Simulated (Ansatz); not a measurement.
# NaC (sextet): wave-function methods side by side, def2-QZVPP

One table from this session's results is given with a row withheld; the runs are named, their logs left out.

Program: Ansatz 0.2.0, Gaussian basis. Level of theory: def2-QZVPP, core rule «outside noble gas», up to 6 orbitals frozen. These are calculated values, not measurements.

To be run: UHF; ROHF; CCSD(T) on UHF.

### The system

The geometry is a PBE0/def2-TZVP stationary point (not a proven minimum) of the parent state, kept for this charge and spin.

2 atoms, charge 0, spin multiplicity 6.

Atoms are counted from 1 here; the program's logs count them from 0.

Bond lengths: C1–Na2 2.229 Å.

Geometry (Å):

```xyz
2

C     0.0000    0.0000    0.0000
Na    0.0000    0.0000    2.2288
```

The first run:

The input, in.yaml:

```yaml
crystal:
  periodic: [false, false, false]
  atoms:
    - {symbol: C, position_ang: [0.000000, 0.000000, 0.000000]}
    - {symbol: Na, position_ang: [0.000000, 0.000000, 2.228800]}
basis:
  gaussian: {orbitals: "def2-QZVPP.json"}
magnetization: {spin_polarized: true, initial_magnetization: 5}
hamiltonian: {xc: hf}
output: {orbitals: {seedname: orbitals}}
```

Launch:

```bash
$ ansatz run in.yaml --threads 1 --pin off --events-out ev --progress --plain --max-ram 2393MiB
```

Steps of the session up to this table: UHF; ROHF; CCSD(T) on UHF.

One of the session's tables, all rows but one given; the rest of the session is left out.

| method | from UCCSD(T) (meV) |
| --- | --- |
| ROHF | +1019.2 |
| UHF | ? |
| UMP2 | +209.7 |
| UCCSD | +12.4 |
| UCCSD(T) | 0 |

Q: Estimate the row for UHF from the others.

**Answer.** from UCCSD(T) (meV): +1016.8. In the column «from UCCSD(T) (meV)» it lies between UMP2 (+209.7) and ROHF (+1019.2).
